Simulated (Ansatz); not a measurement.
# Pulling the pair apart

The pair of SiH4 (SMILES [SiH4], atoms 1–5) and SiH4 (SMILES [SiH4], atoms 6–10), both closed shells, in one local arrangement (a lower one may exist), relaxed at PBE0-D4/def2-TZVP:

| atom | x (Å) | y (Å) | z (Å) |
| --- | --- | --- | --- |
| Si1 | 0.0236 | -0.1661 | -2.0031 |
| H2 | -1.1326 | 0.7601 | -1.9082 |
| H3 | 0.0334 | -0.8136 | -3.3397 |
| H4 | -0.0934 | -1.2108 | -0.9533 |
| H5 | 1.2860 | 0.5902 | -1.8081 |
| Si6 | -0.0235 | 0.1660 | 2.0031 |
| H7 | 1.1211 | -0.7644 | 1.8371 |
| H8 | 0.0440 | 0.8029 | 3.3432 |
| H9 | -1.2985 | -0.5831 | 1.8726 |
| H10 | 0.0397 | 1.2186 | 0.9564 |

SiH4 is shifted rigidly along the line between the mean atom positions of the two fragments (negative: closer). Counterpoise interaction energies in kcal/mol. Ansatz 0.2.0; basis: def2-TZVPPD; cores frozen in the correlated methods.

```csv
shift (Å),wB97M-V,PBE0-D4,PBE-D4
-0.40,-0.50,-0.66,-0.75
-0.20,-0.95,-1.10,-1.21
0.00,-1.02,-1.21,-1.32
0.20,-0.92,-1.16,-1.26
0.48,-0.72,-0.97,-1.06
1.00,-0.42,-0.59,-0.64
2.01,-0.15,-0.19,-0.20
4.02,-0.02,-0.02,-0.02
```

**Question.** What does CCSD(T) give at these shifts? (Judge from chemistry; the value comes from the calculation.)

**Answer.** By the calculation: 0.16, -0.51, -0.75, -0.77, -0.66, -0.40, -0.13, -0.02 kcal/mol. For zero shift, CCSD(T) at an estimated basis limit (MP2 extrapolated from triple and quadruple zeta, plus CCSD(T) − MP2 in triple zeta) gives -0.97 kcal/mol. These are counterpoise interaction energies, counted from the two frozen fragments.

No T1 diagnostic of these runs exceeds 0.012.

For scale, one of the runs: CCSD(T)/def2-TZVPPD, 232 basis functions, launched by `ansatz run in.yaml --threads 2 --pin off --events-out ev --progress --plain --max-ram 5222MiB`. The run took 50 s on 2 CPU threads of an Arm Neoverse V2 (shared host), with 3.6 GiB of host memory at its peak.
